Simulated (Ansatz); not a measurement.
fcc Ir, treated with PBE-D3(BJ) (PAW; Ansatz, a quantum-chemistry and plane-wave program).

Numerical settings: plane-wave cutoff 500 eV, 32×32×32 k mesh, Fermi–Dirac smearing 0.1 eV, no spin polarisation, scalar-relativistic PAW data made under PBE.

Computed at the level's own relaxed cell.

### Question
Estimate the equilibrium volume per atom and lattice parameter a that the calculation returns.

### Answer

equilibrium volume per atom: 14.17 Å³/atom
lattice parameter a: 3.841 Å

Measured, for comparison: equilibrium volume per atom 14.06 Å³/atom, lattice constant a 3.831 Å (static lattice: zero-point anharmonic expansion removed; as tabulated in Mejia-Rodriguez and Trickey (2018), arXiv:1807.09216). Computed (rounded) less measured: equilibrium volume per atom +0.8 %, lattice constant a +0.3 %.

Spin–orbit coupling is not included.

The computed numbers hold no vibrational or temperature effects.
